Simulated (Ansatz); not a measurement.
# PH3, singlet: the ladder up to RCCSDT(Q)

Geometry: MP2(full)/6-31G*, from the G2/97 set.

```
atom    x (Å)    y (Å)    z (Å)
   P   0.0000   0.0000   0.0665
   H   0.0000   1.2006  -0.6812
   H   1.0398  -0.6003  -0.6812
   H  -1.0398  -0.6003  -0.6812
```

Basis cc-pV(Q+d)Z; Ansatz 0.2.0. Correlated methods freeze the noble-gas cores, which leaves 8 electrons in 149 orbitals. R marks a restricted (for open shells ROHF) determinant. Active spaces: valence = (8e, 7o) chosen from the atoms' valence shells.

Full CI isn't at hand for all of this; RCCSDT(Q) serves as the reference, and is uncertain by about the last step of the cluster series.

* UHF ⟨S²⟩: 0.000
* T1 diagnostic (RCCSD): 0.0135
* largest doubles amplitude (RCCSD): 0.038

Problem. From what is known of these methods and the diagnostics, rank them by the size of their error in total energy against RCCSDT(Q) in cc-pV(Q+d)Z, smallest first (an estimate: the text doesn't fix the numbers).
A. NEVPT2 (valence space)
B. BCCD(T)
C. RMP2
D. RCCSDT
E. MRCISD+Q (valence space)

Solution. D (8 meV), B (30 meV), E (55 meV), C (947 meV), A (1090 meV).

All errors are against RCCSDT(Q) in cc-pV(Q+d)Z. Within each family the higher level lies nearer, as is usual though not guaranteed.

Natural occupations of CASSCF (valence space) about the gap: 1.994 1.982 1.974 1.974 0.027 0.027 0.021; effectively unpaired electrons, Σ n²(2−n)², 0.01.

Atomization energy (electronic, same basis, no zero-point term; atoms at the same level, unrestricted beside the R rows where the molecule is a closed shell, with restricted open-shell steps beyond CCSDT(Q)) at RCCSDT(Q): 1002.0 kJ/mol. Errors of other levels:

| level | error (kJ/mol) |
| --- | --- |
| RHF | -278.7 |
| RMP2 | -35.2 |
| RCCSD | -8.5 |
| RCCSD(T) | -0.6 |
| BCCD(T) | -0.4 |
| RCCSDT | -0.4 |
| CASSCF (valence space) | -150.8 |
| NEVPT2 (valence space) | -46.7 |
| MRCISD (valence space) | -14.4 |
| MRCISD+Q (valence space) | -3.6 |

This basis is far from its limit, so the value isn't to be set against a measured one. Truncated CI isn't size-consistent, which counts against it in atomization.
